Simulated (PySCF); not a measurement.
The first ionisation energy along group 15

All values are computed (PySCF 2.14, energy differences of UHF-based or UKS calculations, no spin-orbit coupling). Values in eV. The last column holds reference values (NIST; (s) semi-empirical, (t) theoretical, else measured). Unmarked ones compare directly (S terms, centres of terms, or small fine structure); those marked * lie between the lowest fine-structure levels and include a spin-orbit shift.

```
                              element                                   configurations     UHF     LDA  r2SCAN  MP2 (valence)  MP2 (valence and next inner shell)  CCSD (valence)  reference
   N (aug-cc-pCVTZ-DK, spin-free X2C)                      [He] 2s2 2p3 → [He] 2s2 2p2  13.888  15.002  14.801         14.582                              14.603          14.441     14.545
   P (aug-cc-pCVTZ-DK, spin-free X2C)                      [Ne] 3s2 3p3 → [Ne] 3s2 3p2   9.897  10.569  10.626         10.484                              10.493          10.417     10.526
Sb (aug-cc-pwCVTZ-DK3, spin-free X2C)            [Kr] 4d10 5s2 5p3 → [Kr] 4d10 5s2 5p2   8.568   9.125   9.159          8.989                               9.137           8.972      9.124
Bi (aug-cc-pwCVTZ-DK3, spin-free X2C)  [Xe] 4f14 5d10 6s2 6p3 → [Xe] 4f14 5d10 6s2 6p2   8.212   8.764   8.764          8.569                               8.754           8.577    7.286 *
```

Q: Which of these methods has the smallest mean absolute error against the measured values here?

A: MP2 (valence and next inner shell), with 0.035 eV.

```tsv
method	elements	mean error (eV)	mean absolute error (eV)	largest error (eV)
UHF	3	-0.614	0.614	-0.657
LDA	3	0.167	0.167	0.457
r2SCAN	3	0.130	0.130	0.256
MP2 (valence)	3	-0.047	0.071	-0.135
MP2 (valence and next inner shell)	3	0.013	0.035	0.058
CCSD (valence)	3	-0.122	0.122	-0.152
```

For Bi a determinant mixes LS terms or the coupling is close to jj, so these rows are model values.

Errors include the incompleteness of the basis and the frozen core.

"Valence" correlates the outer s and p shells and, in groups 3 to 12 and the f block, the outer d or f shell, open or full, or the next shell where the ion has no valence electron left; the wider scheme adds the next inner shell.
